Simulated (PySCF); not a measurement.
Functional dependence of a UV spectrum

Species: C2H6S.
SMILES: `CSC`

Linear-response calculations in the def2-SVPD basis (PySCF; singlets by full response, triplets Tamm–Dancoff, core orbitals frozen in the response; HF means time-dependent Hartree–Fock). 'Strongest' is the level of largest summed f among the singlets computed (10 roots, of which the last may lack a degenerate partner); it can jump between rows when another state enters that window. S1 is the lowest singlet of each run and needn't be the same state throughout; f(S1) is that of one state. Isolated species at its PBE0-D3(BJ)/def2-SVP geometry, gas phase.

| functional | kind | S1 (eV) | f(S1) | strongest (eV) | T1 (eV) | HOMO (eV) | gap (eV) | ionisation energy, ΔSCF (eV) |
| --- | --- | --- | --- | --- | --- | --- | --- | --- |
| BHandHLYP | global hybrid, 50% exact exchange | 5.62 | 0.000 | 8.31 | 5.15 | -7.41 | 8.60 | 8.57 |
| CAM-B3LYP | range-separated hybrid | 5.46 | 0.000 | 8.10 | 5.03 | -7.65 | 9.00 | 8.71 |
| wB97X-D | range-separated hybrid | 5.58 | 0.000 | 8.29 | 5.19 | -8.17 | 10.44 | 8.72 |

What does LC-wPBE (range-separated hybrid) give?

S1 (eV) 5.72, f(S1) 0.000, strongest (eV) 8.71, T1 (eV) 5.17, HOMO (eV) -9.03, gap (eV) 11.43, ionisation energy, ΔSCF (eV) 8.76. S1 runs from 5.46 eV (CAM-B3LYP) to 5.72 eV (LC-wPBE), a spread of 0.26 eV, while the orbital gap spreads over 2.8 eV. −ε(HOMO) comes closest to its own ΔSCF ionisation energy with LC-wPBE (+0.27 eV) and misses most with BHandHLYP (-1.16 eV).
